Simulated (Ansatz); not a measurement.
A made-up structure of CH$_{3}$OS (charge +1), singlet:

```xyz
6
angstrom
C -0.1574 -0.3003 -0.5342
O -0.3753 0.4330 1.0808
S -0.0796 1.0902 -0.4014
H -1.0768 -0.6912 -0.9652
H 0.7830 -0.8214 -0.7013
H 0.5370 0.3310 1.3944
```

It is relaxed with PBE-D4/def2-SVP and then PBE0-D4/def2-TZVP (Ansatz 0.2.0). Atoms count as bonded within 1.22 times the sum of their covalent radii (H–H: 0.88 Å). The end point is not checked to be a true minimum.

(1) Does its bonding change? (Judge from chemistry; the calculation decides.)

Answers

(1) By the calculation: Yes. Formed: C1–O2; broken: none.

Where it ends: The first stage lowers the energy by 4.51 eV in 10 steps. It ends as CH₃OS ([CH2]1[OH][S]1), total charge +1:
| atom | x (Å) | y (Å) | z (Å) |
| --- | --- | --- | --- |
| C1 | -0.1513 | -0.2948 | -0.4941 |
| O2 | -0.3214 | 0.2891 | 0.8511 |
| S3 | -0.0760 | 1.4622 | -0.4665 |
| H4 | -1.0801 | -0.7605 | -0.8071 |
| H5 | 0.7716 | -0.8558 | -0.6076 |
| H6 | 0.4881 | 0.2011 | 1.3972 |

Labels in which every atom is bracketed show which atoms are joined, not bond orders.

For scale, one of the runs: PBE0-D4/def2-TZVP relaxation, 117 basis functions, launched by `ansatz run in.yaml --threads 2 --pin off --events-out ev --progress --plain --max-ram 4352MiB`. The run took about 10 s on 2 CPU threads of an AMD EPYC 9B14 (shared host).
